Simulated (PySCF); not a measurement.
BC: one state, many levels of theory

State: ⁴Σ⁻ (quartet), unpaired electrons σ ↑, π ↑↑. Set-up: PySCF, no relativity, basis sets B cc-pVDZ, C cc-pVDZ. De refers to B + C in their high-spin ground configurations, without counterpoise correction. The functionals are run spin-unrestricted. A positive dipole means B(−)C(+). Levels whose curve was spin-contaminated or gave no clean fit are not listed.

| Level | Re (Å) | ωe (cm⁻¹) | De (eV) | μ (D) |
| --- | --- | --- | --- | --- |
| PBE | 1.510 | 1160 | 4.99 | -0.93 |
| BP86 | 1.513 | 1149 | 4.86 | -0.92 |
| TPSS | 1.503 | 1181 | 4.65 | -1.16 |
| r²SCAN | 1.501 | 1170 | 4.72 | -1.29 |
| M06-L | 1.491 | 1168 | 4.80 | -1.39 |
| PBE0 | 1.492 | 1198 | 4.64 | -1.31 |

Problem. What does the step from GGA to meta-GGA do here, going from PBE to r²SCAN?

Solution. r²SCAN less PBE: -0.9 pm in Re, +0.9 % in ωe, -0.27 eV in De. 

The state is the lowest determinant that a PBE0 search found; another state may lie lower at other levels.

The whole job (state search and all levels along the bond) took about 0.85 min on 1 thread of Arm Neoverse V1 (shared host), peak memory 0.36 GiB.
